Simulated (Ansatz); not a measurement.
Two isomers of C2H4FNO: A = `C/N=C(/O)F`, B = `NC1(F)CO1`.

Gas-phase electronic energies from Ansatz, PBE0-D4/def2-TZVP geometries. CCSD(T)/CBS is the MP2 limit (def2-TZVPP, def2-QZVPP) plus CCSD(T) − MP2 in def2-TZVPP, frozen cores. This one scheme is used for every species. Functionals use def2-TZVPP. B3LYP here is the variant with VWN-RPA as its local correlation; programs differ in this. One conformer a species, not always the lowest.

A:

```xyz
9

C     0.186   -1.065   -0.787
N     0.311   -0.253    0.397
C    -0.231    0.865    0.466
O    -0.172    1.684    1.509
F    -0.961    1.445   -0.480
H    -0.266   -2.023   -0.518
H     1.182   -1.280   -1.181
H    -0.412   -0.608   -1.581
H     0.363    1.235    2.175
```

B:

```xyz
9

N     1.203    0.211    0.573
C     0.130    0.047   -0.309
F     0.490   -0.438   -1.541
C    -1.231   -0.211    0.118
O    -0.782    1.068   -0.384
H     1.823    0.943    0.248
H     1.729   -0.648    0.669
H    -1.466   -0.225    1.178
H    -1.896   -0.747   -0.552
```

Problem. Which is lower in electronic energy at CCSD(T)/CBS, and by how much? (Estimate.)

Solution. Computed: A, by 18.8 kcal/mol.

Problem. Give E(B) − E(A) in kcal/mol with CCSD(T)/def2-TZVPP, CCSD/def2-TZVPP, B2PLYP, B3LYP, MP2/def2-TZVPP, PBE0-D4, PBE-D4. (An estimate is asked.)

Solution. The calculation gave: CCSD(T)/def2-TZVPP 19.2, CCSD/def2-TZVPP 19.1, B2PLYP 20.8, B3LYP 21.5, MP2/def2-TZVPP 18.8, PBE0-D4 18.1, PBE-D4 18.8. None reverses the order clearly.

Largest T1 diagnostic: 0.012.

From PBE to PBE0 (25 % exact exchange), in def2-TZVPP and without D4, E(B) − E(A) moves by −0.8 kcal/mol. In def2-TZVPP, CCSD(T) changes the Hartree–Fock value by −3.5 kcal/mol (the triples alone add +0.1 kcal/mol) and MP2 by −3.9 kcal/mol.
